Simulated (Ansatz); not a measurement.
Geometry optimisation, RKS PBE0-D4/STO-3G in Ansatz.

Input:

```yaml
crystal:
  periodic: [false, false, false]
  atoms:
    - { symbol: C, position_ang: [-0.2948, 1.361, -0.1203] }
    - { symbol: C, position_ang: [0.0851, 0.1351, -0.1335] }
    - { symbol: C, position_ang: [-0.2288, -0.7766, 1.0152] }
    - { symbol: "N", position_ang: [0.8856, -0.3804, -1.1823] }
    - { symbol: H, position_ang: [-0.1308, 2.0709, -0.9747] }
    - { symbol: H, position_ang: [-0.9079, 1.8288, 0.6992] }
    - { symbol: H, position_ang: [-0.7586, -1.6375, 0.7015] }
    - { symbol: H, position_ang: [0.7797, -1.1277, 1.4545] }
    - { symbol: H, position_ang: [-0.7526, -0.259, 1.8669] }
    - { symbol: H, position_ang: [0.7125, 0.1214, -2.0283] }
    - { symbol: H, position_ang: [0.6759, -1.393, -1.2776] }
basis:
  gaussian: { orbitals: STO-3G }
hamiltonian:
  xc: pbe0
  dispersion: d4
relax:
  f_tol: 0.015
  max_steps: 40
```

Command:

```bash
$ ansatz run input.yaml --threads 1 --pin off --max-ram 2048MiB --backend cpu --events-out ev --progress --plain --runs-dir out
```

Question: Where does it end, and by what steps?

Answer: The forces met the threshold. Limits of this set-up: minimal basis. After 10 steps the energy has fallen by 0.480 eV; H11 moved furthest, 0.10 Å.

```tsv
step	energy less start (eV)	largest force component (eV/Å)	accepted
0	0.0000	6.337	yes
1	-0.4453	0.910	yes
2	-0.4489	0.885	yes
3	-0.4354	0.393	no
4	-0.4770	0.125	yes
5	-0.4783	0.101	yes
6	-0.4799	0.043	yes
7	-0.4799	0.125	no
8	-0.4802	0.025	yes
9	-0.4803	0.031	yes
10	-0.4803	0.013	yes
```

```xyz
11
Properties=species:S:1:pos:R:3
C -0.348 1.427 -0.139
C 0.072 0.155 -0.117
C -0.182 -0.791 1.054
N 0.907 -0.415 -1.150
H -0.147 2.082 -0.988
H -0.892 1.855 0.701
H -0.743 -1.679 0.727
H 0.771 -1.135 1.481
H -0.757 -0.283 1.837
H 0.783 0.125 -2.039
H 0.602 -1.399 -1.347
```

Whether the end is a true minimum wasn't checked by a vibrational analysis.

Run time: 19 s on 1 thread of Arm Neoverse V1, on a shared host, peak memory 0.099 GiB.
